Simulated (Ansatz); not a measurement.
Geometry optimisation, RKS PBE-D4/def2-SVP (Ansatz).

Input:

```yaml
crystal:
  periodic: [false, false, false]
  atoms:
    - { symbol: B, position_ang: [0.084169, -0.50103, -0.17671] }
    - { symbol: Cl, position_ang: [-0.30584, 0.465832, 2.708366] }
    - { symbol: H, position_ang: [1.134048, 0.09929, -0.260347] }
    - { symbol: H, position_ang: [-0.998437, -0.01868, -0.431673] }
    - { symbol: "N", position_ang: [0.15056, -1.924828, 0.213811] }
    - { symbol: H, position_ang: [-0.668407, -2.533245, 0.241596] }
    - { symbol: H, position_ang: [1.037159, -2.408326, 0.364904] }
    - { symbol: H, position_ang: [-0.101352, -0.707813, 2.094551] }
basis:
  gaussian: { orbitals: def2-SVP }
hamiltonian:
  xc: pbe
  dispersion: d4
relax:
  f_tol: 0.03
  max_steps: 50
```

Launched with:

```bash
$ ansatz run input.yaml --threads 1 --pin off --max-ram 2048MiB --backend cpu --events-out ev --progress --plain --runs-dir out
```

Q: Where does it end, and by what steps?

A: The run converged. The force dipped under the threshold on the way, but the program's further checks kept it going. After 8 steps the energy has fallen by 0.172 eV; Cl2 moved furthest, 0.60 Å.

```json
{"step": "0", "energy less start (eV)": "0.0000", "largest force component (eV/Å)": "2.274", "accepted": "yes"}
{"step": "1", "energy less start (eV)": "-0.0930", "largest force component (eV/Å)": "1.136", "accepted": "yes"}
{"step": "2", "energy less start (eV)": "-0.1377", "largest force component (eV/Å)": "0.642", "accepted": "yes"}
{"step": "3", "energy less start (eV)": "-0.1598", "largest force component (eV/Å)": "0.444", "accepted": "yes"}
{"step": "4", "energy less start (eV)": "-0.1556", "largest force component (eV/Å)": "0.237", "accepted": "no"}
{"step": "5", "energy less start (eV)": "-0.1706", "largest force component (eV/Å)": "0.086", "accepted": "yes"}
{"step": "6", "energy less start (eV)": "-0.1717", "largest force component (eV/Å)": "0.017", "accepted": "yes"}
{"step": "7", "energy less start (eV)": "-0.1719", "largest force component (eV/Å)": "0.030", "accepted": "yes"}
{"step": "8", "energy less start (eV)": "-0.1720", "largest force component (eV/Å)": "0.017", "accepted": "yes"}
```

```xyz
8
Properties=species:S:1:pos:R:3
B 0.109 -0.533 -0.395
Cl -0.278 0.039 3.130
H 1.159 0.051 -0.574
H -0.958 -0.102 -0.782
N 0.129 -1.754 0.302
H -0.702 -2.336 0.433
H 0.992 -2.214 0.599
H -0.120 -0.679 2.041
```

Whether the end is a true minimum wasn't checked by a vibrational analysis.

Run time: 9.1 s on 1 thread of Intel(R) Xeon(R) 6975P-C (Granite Rapids), on a shared host, peak memory 0.15 GiB.
